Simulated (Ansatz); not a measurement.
Stretch profile

CH$_{5}$NSi (SMILES C[Si]N), closed shell, at its PBE0-D4/def2-TZVP minimum:

```csv
atom,x (Å),y (Å),z (Å)
C1,-0.6600,0.8247,-0.5521
Si2,0.9638,0.6538,0.4277
N3,0.9322,-1.0344,0.6907
H4,-1.0264,-0.1018,-1.0043
H5,-0.5625,1.5834,-1.3341
H6,-1.4314,1.1950,0.1359
H7,1.6512,-1.5019,1.2201
H8,0.2252,-1.6757,0.3603
```

The bond length Si2–N3 (1.709 Å at the minimum) is set to the values below, the two halves moving rigidly along the bond. Each method's energies count from its own value at the PBE0-D4 minimum structure. Ansatz 0.2.0; basis: def2-TZVPP; cores frozen in the correlated methods. B3LYP uses VWN-RPA correlation.

| bond length (Å) | CCSD(T) (kJ/mol) | HF (kJ/mol) | PBE-D4 (kJ/mol) |
| --- | --- | --- | --- |
| 1.538 | 59.0 | 51.9 | 61.3 |
| 1.572 | 36.2 | 30.4 | 38.4 |
| 1.623 | 13.7 | 9.9 | 15.4 |
| 1.681 | 1.7 | 0.4 | 2.3 |
| 1.746 | 1.2 | 2.9 | 0.2 |
| 1.816 | 11.7 | 16.6 | 8.4 |
| 1.891 | 31.7 | 40.1 | 25.5 |
| 1.969 | 58.7 | 70.7 | 49.2 |
| 2.051 | 91.1 | 106.8 | 77.9 |

Minimum and curvature along this coordinate at CCSD(T): A fifth-order fit through the nearest points gives 1.715 Å, with a curvature of about 28 eV/Å².

Task: Treat the two halves as rigid bodies and work out the harmonic wavenumber of this stretch from that curvature (ν̃ = 521.5 √(k/μ) cm⁻¹ with k in eV/Å² and μ in u).

Result: The halves weigh 43.12 and 16.02 u, so μ = 43.12 × 16.02/59.14 = 11.680 u and ν̃ = 521.5 √(28/11.680) ≈ 810 cm⁻¹. A true normal mode mixes in other motions, so this is a guide only.

Largest difference from the CCSD(T) curve over the scan: r2SCAN-D4 3.3; PBE0-D4 4.7; B3LYP-D4 4.8; wB97M-V 3.1 kJ/mol. Each curve counts from its own value at the minimum.

No T1 diagnostic of these runs exceeds 0.019. The restricted Hartree–Fock reference is unstable towards an unrestricted one here.

For scale, one of the runs: CCSD(T)/def2-TZVPP, 174 basis functions (an equivalent command: `ansatz run in.yaml --threads 2`). Hardware: 2 CPU threads, shared host. Wall time 27 s; peak host memory 1.5 GiB.
